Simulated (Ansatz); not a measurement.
# C₂H₃ (doublet): wave-function methods side by side at distance C1–H3 = 1.238 Å, cc-pVDZ

An exercise on one series of results from a longer session: the logs are not shown, and one member is left open.

Program: Ansatz 0.2.0, Gaussian basis. Level of theory: cc-pVDZ, core rule «outside noble gas», up to 2 orbitals frozen. These are calculated values, not measurements.

The runs, in order: UHF; CCSD(T) on ROHF; CCSD(T) on UHF; BCCD(T) on ROHF; CISD; CCSDT(Q) on ROHF; CCSDT(Q) on UHF; CASSCF and MRCISD+Q, 3 electrons in 3 orbitals; CASSCF and NEVPT2, 3 electrons in 3 orbitals.

23 further runs of the same task are left out: 1 for a mislabelled method, 18 that didn't finish, 4 set aside as unsound or not needed.

## The geometry

The geometry derives from a PBE0/def2-TZVP stationary point (not a proven minimum). One bond is set to the value named and the two fragments are kept rigid.

5 atoms, charge 0, spin multiplicity 2.

Atoms are counted from 1 here; the program's logs count them from 0.

Bond lengths: C1–C2 1.428 Å, C1–H3 1.238 Å, C1–H4 1.099 Å, C1–H5 1.099 Å. Angles: C2–C1–H3 91.4°, C2–C1–H4 118.1°, C2–C1–H5 118.1°, H3–C1–H4 106.6°, H3–C1–H5 106.6°, H4–C1–H5 112.4°.

As a file:

| atom | x (Å) | y (Å) | z (Å) |
| --- | --- | --- | --- |
| C1 | -0.0161 | 0.0000 | 0.5946 |
| C2 | -0.0298 | 0.0000 | -0.8331 |
| H3 | 1.2217 | 0.0000 | 0.6128 |
| H4 | -0.3373 | 0.9129 | 1.1147 |
| H5 | -0.3373 | -0.9129 | 1.1147 |

Set-up of the first run:

in.yaml

```yaml
crystal:
  periodic: [false, false, false]
  atoms:
    - {symbol: C, position_ang: [-0.016120, 0.000000, 0.594573]}
    - {symbol: C, position_ang: [-0.029790, 0.000000, -0.833098]}
    - {symbol: H, position_ang: [1.221746, -0.000004, 0.612798]}
    - {symbol: H, position_ang: [-0.337341, 0.912927, 1.114739]}
    - {symbol: H, position_ang: [-0.337347, -0.912924, 1.114739]}
basis:
  gaussian: {orbitals: cc-pVDZ}
magnetization: {spin_polarized: true, initial_magnetization: 1}
hamiltonian: {xc: hf}
output: {orbitals: {seedname: orbitals}}
```

Launch:

```bash
ansatz run in.yaml --threads 1 --pin off --events-out ev --progress --plain --max-ram 2393MiB
```

Steps of the session up to this table: UHF; CCSD(T) on ROHF; CCSD(T) on UHF; BCCD(T) on ROHF; CISD; CCSDT(Q) on ROHF; CCSDT(Q) on UHF; CASSCF and MRCISD+Q, 3 electrons in 3 orbitals; CASSCF and NEVPT2, 3 electrons in 3 orbitals.

One of the session's tables, all rows but one given; the rest of the session is left out.

| method | from UCCSDT(Q) (kJ/mol) |
| --- | --- |
| ROHF | +726.8 |
| UHF | +714.5 |
| RMP2 | +120.4 |
| UMP2 | +125.1 |
| CISD | +76.6 |
| RCCSD | +23.7 |
| UCCSD | +23.7 |
| RCCSD(T) | +3.5 |
| UCCSD(T) | ? |
| BCCD(T) | +3.4 |
| RCCSDT | +1.0 |
| UCCSDT | +1.0 |
| RCCSDT(Q) | +0.1 |
| UCCSDT(Q) | 0 |
| CASSCF pair | +676.8 |
| NEVPT2 pair | +113.8 |
| MRCISD pair | +65.3 |
| MRCISD+Q pair | +7.4 |

**Question.** Estimate the row for UCCSD(T).

As computed: from UCCSDT(Q) (kJ/mol): +3.7. In the column «from UCCSDT(Q) (kJ/mol)» it lies between RCCSD(T) (+3.5) and MRCISD+Q pair (+7.4).

Limits of these values: Restricted and unrestricted rows rest on different reference determinants; where their highest levels disagree by more than a few hundredths of an eV, they describe different states and don't form one ladder.
